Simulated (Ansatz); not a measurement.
Energy needed to pull apart C2H6O (SMILES COC), singlet, into free ground-state atoms, from the structure below (displaced at random from its PBE0-D4/def2-TZVP minimum); no zero-point or spin–orbit terms; open-shell atoms are treated unrestricted, in their ground-state multiplicity.

```
9
angstrom
C -0.4248 0.8350 -0.6035
O 0.6380 -0.2214 -0.6149
C 0.4703 -0.8958 0.5683
H -1.4493 0.4461 -0.5978
H -0.1979 1.3362 -1.6812
H -0.3625 1.5514 0.1868
H -0.4619 -1.3847 0.6622
H 1.2185 -1.6182 0.4255
H 0.5267 -0.2937 1.4318
```

Program: Ansatz 0.2.0. Basis: def2-TZVPP. Cores are frozen in the correlated methods.

| method | atomization energy (kJ/mol) |
| --- | --- |
| PBE-D4 | 3328 |
| r2SCAN-D4 | 3268 |
| PBE0-D4 | 3266 |
| wB97M-V | ? |
| HF | 2363 |
| MP2 | ? |
| CCSD | 3151 |
| CCSD(T) | 3193 |

Q: What does MP2 give? (Judge from chemistry; the value comes from the calculation.)

A: Computed: 3224 kJ/mol, which is about 31 kJ/mol more than CCSD(T)/def2-TZVPP.

Q: What does wB97M-V give? (To be estimated.)

A: Computed: 3273 kJ/mol, which is about 79 kJ/mol more than CCSD(T)/def2-TZVPP.

In triple zeta the MP2 and coupled-cluster atomization energies are still short of their basis limit by a few kcal/mol a bond, whereas those of the functionals are nearly converged, so these differences are not deviations from converged CCSD(T).

No T1 diagnostic of these runs exceeds 0.011.

For scale, one of the runs: CCSD(T)/def2-TZVPP forces, 177 basis functions (an equivalent command: `ansatz run in.yaml --threads 2`). Hardware: 2 CPU threads, shared host. Wall time 3.9 min; peak host memory 3.2 GiB.
